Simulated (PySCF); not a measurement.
# C3H5: the cost of one run

Program: PySCF 2.14.0. Level of theory: levels as typed in each script, gas phase, geometry from GFN2-xTB. These are calculated values, not measurements.

**1. The system as given**

SMILES `C=C[CH2+]`, 8 atoms, charge 1, spin multiplicity 1.

Bond lengths: C1–C2 1.378 Å, C1–H4 1.086 Å, C1–H5 1.085 Å, C2–C3 1.378 Å, C2–H6 1.085 Å, C3–H7 1.086 Å, C3–H8 1.085 Å. Angles: C2–C1–H4 121.5°, C2–C1–H5 121.4°, H4–C1–H5 117.0°, C1–C2–C3 120.5°, C1–C2–H6 119.8°, C3–C2–H6 119.7°, C2–C3–H7 121.5°, C2–C3–H8 121.4°, H7–C3–H8 117.0°.

Geometry (Å):

| atom | x (Å) | y (Å) | z (Å) |
| --- | --- | --- | --- |
| C1 | 1.19661 | -0.20625 | 0.00000 |
| C2 | 0.00004 | 0.47694 | 0.00000 |
| C3 | -1.19658 | -0.20631 | 0.00000 |
| H4 | 1.23099 | -1.29126 | 0.00000 |
| H5 | 2.14689 | 0.31701 | 0.00000 |
| H6 | -0.00045 | 1.56242 | 0.00000 |
| H7 | -1.23091 | -1.29132 | 0.00000 |
| H8 | -2.14690 | 0.31691 | 0.00000 |

**2. Removing and adding an electron (BP86/def2-svp)**

input.py

```python
import numpy as np
from pyscf import gto, scf, dft
from pyscf.scf import atom_ks, atom_hf
from scipy.linalg import block_diag

def solve(mol, dm0=None, hcore=None):
    mf = (dft.UKS if mol.spin else dft.RKS)(mol, xc='bp86')
    mf.grids.level = 3
    mf = mf.density_fit(auxbasis='def2-universal-jkfit')
    mf.conv_tol, mf.max_cycle = 1e-8, 80
    if hcore is not None:
        mf.get_hcore = lambda *args: hcore
    mf.kernel(dm0)
    if not mf.converged:
        mf = mf.newton().run(mf.mo_coeff, mf.mo_occ, max_cycle=30)
    assert mf.converged, 'SCF not converged'
    return mf

mol = gto.M(atom='''
C      1.19661    -0.20625     0.00000
C      0.00004     0.47694     0.00000
C     -1.19658    -0.20631     0.00000
H      1.23099    -1.29126     0.00000
H      2.14689     0.31701     0.00000
H     -0.00045     1.56242     0.00000
H     -1.23091    -1.29132     0.00000
H     -2.14690     0.31691     0.00000
''', basis='def2-svp', charge=1, spin=0, verbose=4)
mf = solve(mol)
out = dict(e0=mf.e_tot, dm0=mf.make_rdm1(), c=mf.mo_coeff, occ=mf.mo_occ, eps=mf.mo_energy)
for name, dq, spin in [('cation', 1, 1), ('anion', -1, 1)]:
    ion = mol.copy().set(charge=mol.charge + dq, spin=spin).build()
    mi = solve(ion)
    if spin and dq > 0 and mol.nao < 130:
        c, _, stable, _ = mi.stability(return_status=True)
        if not stable:
            mi = solve(ion, mi.make_rdm1(c, mi.mo_occ))
    print(name, 'vertical energy change / eV', (mi.e_tot - mf.e_tot) * 27.211386)
    out.update({'e_' + name: mi.e_tot, 'dm_' + name: mi.make_rdm1(), 's2_' + name: mi.spin_square()[0], 'eps_' + name: mi.mo_energy, 'occ_' + name: mi.mo_occ})
# spherically averaged free atoms, for the promolecule
atm = atom_ks.get_atm_nrks(mol, xc='bp86')
pro = block_diag(*[(atm[a[0]][2] * atm[a[0]][3]) @ atm[a[0]][2].T for a in mol._atom])
np.savez('result.npz', pro=pro, **out)
```

Started as:

```
$ OMP_NUM_THREADS=1 python input.py
```

**Question.** How long does this run take on 1 thread of Arm Neoverse V2, shared host, and how much memory does it need?

About 46 s, with a peak of 0.39 GiB.
